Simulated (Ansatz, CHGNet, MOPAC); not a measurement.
1T (CdI2-type) CdI2: properties by level of theory

Reference values: lattice constant a 4.244 Å (measured, temperature not stated, no zero-point or thermal correction; as tabulated in de Haan, NBS Special Publication (1969), 233, by the Crystallography Open …); lattice parameter c 6.859 Å (measured, temperature not stated, not corrected to a static lattice; as tabulated in de Haan, NBS Special Publication (1969), 233, by the Crystallography Open …).

```tsv
level (code)	lattice parameter a (Å)	c axis length (Å)
PM7 semi-empirical Hartree-Fock (MOPAC)	4.258	6.852
CHGNet 0.3.0	4.328	7.652
LDA (Ansatz)	4.164	6.660
PBEsol+SOC (Ansatz)	4.225	6.972
PBE0-D4 (Ansatz)	4.217	6.788
```

Differences from the reference values (errors of the level alone only where the reference is corrected to a static lattice):

| level | lattice constant a (%) | lattice parameter c (%) |
|---|---|---|
| PM7 semi-empirical Hartree-Fock (MOPAC) | +0.33 | -0.10 |
| CHGNet 0.3.0 | +1.98 | +11.6 |
| LDA | -1.89 | -2.90 |
| PBEsol+SOC | -0.45 | +1.65 |
| PBE0-D4 | -0.64 | -1.04 |

Nearest: lattice constant a, not ranked (reference at room or unstated temperature); lattice parameter c, not ranked (reference at room or unstated temperature).

Machine-learned potentials (CHGNet 0.3.0) are trained on DFT data: a solid inside that data is no test of them.

Caveats: LDA has no dispersion term either, though it tends to give short spacings of layers, chains or molecules (LDA); the cell comes from a level without a dispersion term, which matters for the spacing of layers, chains or molecules (PBEsol+SOC); the method was fitted mainly to molecules (PM7 semi-empirical Hartree-Fock (MOPAC)); the run uses a supercell at the zone centre in place of a k mesh (PM7 semi-empirical Hartree-Fock (MOPAC)). Ansatz's density-functional and Hartree–Fock values are scalar-relativistic unless marked +SOC, with PAW data made under PBE.

Differences are worked out from the printed values.

Static lattice: no zero-point or thermal effects.

Ansatz is a program for electronic structure.
